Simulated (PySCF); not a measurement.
Compound: succinonitrile radical anion, C₄H₄N₂ (charge -1 and doublet state).
Atom-mapped SMILES: `[N:1]#[C:2][CH2:3][CH2:4][C:5]=[N-:6]` (hydrogens: H7, H8 on C3; H9, H10 on C4)
Bond orders are those of one Lewis drawing.

Method: PBE0-D3(BJ)/def2-SVP geometry optimisation, gas phase (PySCF); unrestricted, density fitting, grid level 1; the optimiser is geomeTRIC in internal coordinates, started from a GFN2-xTB structure with every atom displaced at random (about 0.01 Å).

At the end of the run (lengths in Å): C3–C4 1.526, C4–H9 1.106, C2–C3 1.511, C4–C5 1.510, C3–H8 1.106, C3–H7 1.106, N1≡C2 1.190, C2–C3–C4 108.4°, N1–C2–C3 143.5°, N1–C2–C3–C4 -179°, C2–C3–C4–C5 -2°, C3–C4–C5–N6 -179°, H7–C3–C2–N1 -57°, H9–C4–C5–N6 -56°.

Question: These geometries were met on the way; a selection of coordinates is given. Order them by energy above the end point, lowest first.
A. C3–C4 1.521, C4–H9 1.089, C2–C3 1.544, C4–C5 1.539, C3–H8 1.099, C3–H7 1.098, N1≡C2 1.193, C2–C3–C4 100.4°, N1–C2–C3 140.0°, N1–C2–C3–C4 -179°, C2–C3–C4–C5 0°, C3–C4–C5–N6 -179°, H7–C3–C2–N1 -58°, H9–C4–C5–N6 -58°
B. C3–C4 1.506, C4–H9 1.090, C2–C3 1.531, C4–C5 1.525, C3–H8 1.099, C3–H7 1.098, N1≡C2 1.174, C2–C3–C4 109.9°, N1–C2–C3 143.7°, N1–C2–C3–C4 -177°, C2–C3–C4–C5 0°, C3–C4–C5–N6 -178°, H7–C3–C2–N1 -54°, H9–C4–C5–N6 -55°
C. C3–C4 1.582, C4–H9 1.066, C2–C3 1.528, C4–C5 1.525, C3–H8 1.081, C3–H7 1.081, N1≡C2 1.175, C2–C3–C4 91.3°, N1–C2–C3 138.6°, N1–C2–C3–C4 179°, C2–C3–C4–C5 0°, C3–C4–C5–N6 179°, H7–C3–C2–N1 -64°, H9–C4–C5–N6 -63°
D. C3–C4 1.520, C4–H9 1.099, C2–C3 1.524, C4–C5 1.525, C3–H8 1.103, C3–H7 1.103, N1≡C2 1.186, C2–C3–C4 107.7°, N1–C2–C3 142.9°, N1–C2–C3–C4 -178°, C2–C3–C4–C5 0°, C3–C4–C5–N6 -178°, H7–C3–C2–N1 -56°, H9–C4–C5–N6 -56°
E. C3–C4 1.544, C4–H9 1.114, C2–C3 1.527, C4–C5 1.531, C3–H8 1.108, C3–H7 1.108, N1≡C2 1.212, C2–C3–C4 94.9°, N1–C2–C3 140.3°, N1–C2–C3–C4 180°, C2–C3–C4–C5 -1°, C3–C4–C5–N6 -179°, H7–C3–C2–N1 -61°, H9–C4–C5–N6 -60°

Answer: D (0.010 eV), B (0.036 eV), A (0.108 eV), E (0.239 eV), C (0.582 eV).

```csv
step,E above end (eV),"rms distance from the end, all atoms (Å)",largest force (eV/Å),rms shift of all bonds from the end (Å)
6,0.010,0.022,0.451,0.008
5,0.036,0.043,1.731,0.013
4,0.108,0.154,0.782,0.017
1,0.239,0.272,0.994,0.014
0,0.582,0.336,4.348,0.028
```

Rows stand in the order of the answer.
